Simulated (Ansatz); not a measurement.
## 2H WS2

Level of theory: r²SCAN (Ansatz, a quantum-chemistry and plane-wave program, PAW).

Settings: plane-wave cutoff 560 eV, 12×12×4 k mesh (along the axes of the cell as run), Fermi–Dirac smearing 0.01 eV, no spin polarisation, scalar-relativistic PAW data made under PBE.

Cell (measured lattice):

```cif
data_S4W2
_chemical_formula_sum 'W2 S4'
_space_group_name_H-M_alt 'P63/mmc'
_space_group_IT_number 194
_space_group_name_Hall '-P 6c 2c'
_cell_length_a 3.15300
_cell_length_b 3.15300
_cell_length_c 12.32300
_cell_angle_alpha 90.000
_cell_angle_beta 90.000
_cell_angle_gamma 120.000
loop_
_atom_site_label
_atom_site_type_symbol
_atom_site_symmetry_multiplicity
_atom_site_Wyckoff_symbol
_atom_site_fract_x
_atom_site_fract_y
_atom_site_fract_z
_atom_site_occupancy
W1 W 2 c 0.33333 0.66667 0.25000 1
S1 S 4 f 0.66667 0.33333 0.12300 1
```

| Item | Value |
|---|---|
| band gap | 1.08 eV |
| smallest direct gap on the k points sampled | 1.95 eV |
| direct gap at Γ | 2.45 eV |

Note: cell and atoms aren't relaxed at this level (pressure 3.0 GPa).

Spin–orbit coupling is not included.

The computed numbers hold no vibrational or temperature effects.
